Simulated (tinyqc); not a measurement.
Worked calculation: ROHF in the sto-6g basis, for NH3+, spin multiplicity 2. One step of it, computed by the program tinyqc.

Problem. Iteration 1: diagonalisation and new density. Diagonalise F' = X^T F X, C = X C', fill 5 alpha and 4 beta electrons from the bottom; D(s) = C_occ C_occ^T. Each column has its largest component positive (the first on a tie).

effective F (hartree), order 1N 1s, 1N 2s, 1N 2px, 1N 2py, 1N 2pz, 2H 1s, 3H 1s, 4H 1s:
```
[[-20.424682, -4.476561, -0.000097, 0.000000, 0.007985, -0.609804, -0.609463, -0.609463],
 [-4.476561, -3.307856, 0.000202, 0.000000, -0.057217, -0.813140, -0.814196, -0.814196],
 [-0.000097, 0.000202, -2.222734, 0.000000, -0.000677, -0.602754, 0.303799, 0.303799],
 [0.000000, 0.000000, 0.000000, -1.936550, 0.000000, 0.000000, -0.470521, 0.470521],
 [0.007985, -0.057217, -0.000677, 0.000000, -2.475200, 0.096330, 0.097120, 0.097120],
 [-0.609804, -0.813140, -0.602754, 0.000000, 0.096330, -0.884129, -0.164766, -0.164766],
 [-0.609463, -0.814196, 0.303799, -0.470521, 0.097120, -0.164766, -0.891139, -0.175501],
 [-0.609463, -0.814196, 0.303799, 0.470521, 0.097120, -0.164766, -0.175501, -0.891139]]
```

X, order 1N 1s, 1N 2s, 1N 2px, 1N 2py, 1N 2pz, 2H 1s, 3H 1s, 4H 1s:
```
[[-0.378702, 0.000000, -0.000291, 0.736516, 0.583083, 0.000000, 0.000092, 0.195499],
 [1.108378, 0.000000, 0.000627, -0.073355, 0.127392, 0.000000, 0.000143, 0.492575],
 [-0.000638, 0.000000, 0.895893, 0.000015, -0.000017, 0.000000, 0.637613, -0.000131],
 [0.000000, 0.895900, 0.000000, 0.000000, 0.000000, 0.637639, 0.000000, 0.000000],
 [-0.161419, 0.000000, -0.000071, -0.644797, 0.751441, 0.000000, -0.000007, -0.073292],
 [-0.515448, 0.000000, -0.812732, -0.165506, -0.129819, 0.000000, 0.468818, 0.312379],
 [-0.516308, -0.703654, 0.405926, -0.165437, -0.129765, 0.405924, -0.234292, 0.312545],
 [-0.516308, 0.703654, 0.405926, -0.165437, -0.129765, -0.405924, -0.234292, 0.312545]]
```

Give: F' = X^T F X; orbital energies; coefficients C; D(alpha) after iteration 1; D(beta) after iteration 1.

Solution.

F' = X^T F X (hartree):
```
[[-2.1304, 0.0000, 0.0037, 2.6970, 2.2359, 0.0000, -0.0042, 0.3161],
 [0.0000, -1.0765, 0.0000, 0.0000, 0.0000, -0.6175, 0.0000, 0.0000],
 [0.0037, 0.0000, -1.1824, 0.0045, 0.0035, 0.0000, -0.7665, -0.0026],
 [2.6970, 0.0000, 0.0045, -11.3079, -7.4717, 0.0000, -0.0033, -4.4535],
 [2.2359, 0.0000, 0.0035, -7.4717, -8.8255, 0.0000, -0.0036, -3.8243],
 [0.0000, -0.6175, 0.0000, 0.0000, 0.0000, -1.5104, 0.0000, 0.0000],
 [-0.0042, 0.0000, -0.7665, -0.0033, -0.0036, 0.0000, -1.6846, 0.0029],
 [0.3161, 0.0000, -0.0026, -4.4535, -3.8243, 0.0000, 0.0029, -3.8022]]
```

orbital energies (hartree): [-20.4277, -2.5360, -2.4273, -2.2401, -1.9479, -0.6765, -0.6390, -0.6253]

coefficients C, order 1N 1s, 1N 2s, 1N 2px, 1N 2py, 1N 2pz, 2H 1s, 3H 1s, 4H 1s:
```
[[1.0032, -0.1707, -0.1589, -0.0001, 0.0000, 0.0563, 0.0000, 0.0101],
 [-0.0156, 0.8057, 0.7569, 0.0009, 0.0000, -0.5119, 0.0000, -0.0921],
 [0.0000, 0.0015, -0.0021, 1.0420, 0.0000, 0.0634, 0.0000, -0.3455],
 [0.0000, 0.0000, 0.0000, 0.0000, 1.0382, 0.0000, -0.3623, 0.0000],
 [0.0001, 0.6658, -0.7499, -0.0026, 0.0000, 0.0773, 0.0000, 0.0138],
 [0.0031, -0.0494, -0.0701, -0.0980, 0.0000, 0.4580, 0.0000, 1.0301],
 [0.0031, -0.0495, -0.0705, 0.0478, -0.0756, 0.7056, 0.8088, -0.3472],
 [0.0031, -0.0495, -0.0705, 0.0478, 0.0756, 0.7056, -0.8088, -0.3472]]
```

D(alpha) after iteration 1, order 1N 1s, 1N 2s, 1N 2px, 1N 2py, 1N 2pz, 2H 1s, 3H 1s, 4H 1s:
```
[[1.0608, -0.2734, -0.0001, 0.0000, 0.0056, 0.0227, 0.0227, 0.0227],
 [-0.2734, 1.2222, 0.0005, 0.0000, -0.0312, -0.0930, -0.0933, -0.0933],
 [-0.0001, 0.0005, 1.0858, 0.0000, -0.0001, -0.1020, 0.0499, 0.0499],
 [0.0000, 0.0000, 0.0000, 1.0780, 0.0000, 0.0000, -0.0785, 0.0785],
 [0.0056, -0.0312, -0.0001, 0.0000, 1.0057, 0.0199, 0.0198, 0.0198],
 [0.0227, -0.0930, -0.1020, 0.0000, 0.0199, 0.0170, 0.0027, 0.0027],
 [0.0227, -0.0933, 0.0499, -0.0785, 0.0198, 0.0027, 0.0154, 0.0040],
 [0.0227, -0.0933, 0.0499, 0.0785, 0.0198, 0.0027, 0.0040, 0.0154]]
```

D(beta) after iteration 1, order 1N 1s, 1N 2s, 1N 2px, 1N 2py, 1N 2pz, 2H 1s, 3H 1s, 4H 1s:
```
[[1.0608, -0.2734, -0.0001, 0.0000, 0.0056, 0.0227, 0.0227, 0.0227],
 [-0.2734, 1.2222, 0.0005, 0.0000, -0.0312, -0.0930, -0.0933, -0.0933],
 [-0.0001, 0.0005, 1.0858, 0.0000, -0.0001, -0.1020, 0.0499, 0.0499],
 [0.0000, 0.0000, 0.0000, 0.0000, 0.0000, 0.0000, 0.0000, 0.0000],
 [0.0056, -0.0312, -0.0001, 0.0000, 1.0057, 0.0199, 0.0198, 0.0198],
 [0.0227, -0.0930, -0.1020, 0.0000, 0.0199, 0.0170, 0.0027, 0.0027],
 [0.0227, -0.0933, 0.0499, 0.0000, 0.0198, 0.0027, 0.0097, 0.0097],
 [0.0227, -0.0933, 0.0499, 0.0000, 0.0198, 0.0027, 0.0097, 0.0097]]
```
